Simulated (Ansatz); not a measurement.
RbO₂F₂I (Pca2₁, No. 29; cell taken from a computed entry), treated with r²SCAN+SOC (Ansatz, a first-principles code, PAW).

Numerical settings: plane-wave cutoff 560 eV, 4×6×4 k mesh (along the axes of the cell as run), Fermi–Dirac smearing 0.01 eV, PAW data made under PBE.

Cell (relaxed with PBEsol):

```
RbF2IO2
1.0
    8.44313     0.00000     0.00000
    0.00000     6.20414     0.00000
    0.00000     0.00000     8.52917
Rb I O F
4 4 8 8
Direct
  0.70590   0.46884   0.18729
  0.29410   0.53116   0.68729
  0.79410   0.46884   0.68729
  0.20590   0.53116   0.18729
  0.99382   0.04919   0.96520
  0.00618   0.95081   0.46520
  0.50618   0.04919   0.46520
  0.49382   0.95081   0.96520
  0.79182   0.13917   0.94401
  0.20818   0.86083   0.44401
  0.70818   0.13917   0.44401
  0.29182   0.86083   0.94401
  0.03233   0.12670   0.16481
  0.96767   0.87330   0.66481
  0.46767   0.12670   0.66481
  0.53233   0.87330   0.16481
  0.92687   0.74992   0.03205
  0.07313   0.25008   0.53205
  0.57313   0.74992   0.53205
  0.42687   0.25008   0.03205
  0.07014   0.34623   0.89017
  0.92986   0.65377   0.39017
  0.42986   0.34623   0.39017
  0.57014   0.65377   0.89017
```

Question: Predict the band gap and Γ–Γ gap.

Answer: 
- band gap = 4.26 eV (on the SCF k mesh)
- Γ–Γ gap = 4.42 eV

Note: cell and atoms aren't relaxed at this level (largest force component 0.48 eV/Å, pressure -0.6 GPa); this cell isn't known to be the ambient phase, and symmetry holds it in the calculation.

Computed values are for the static lattice.
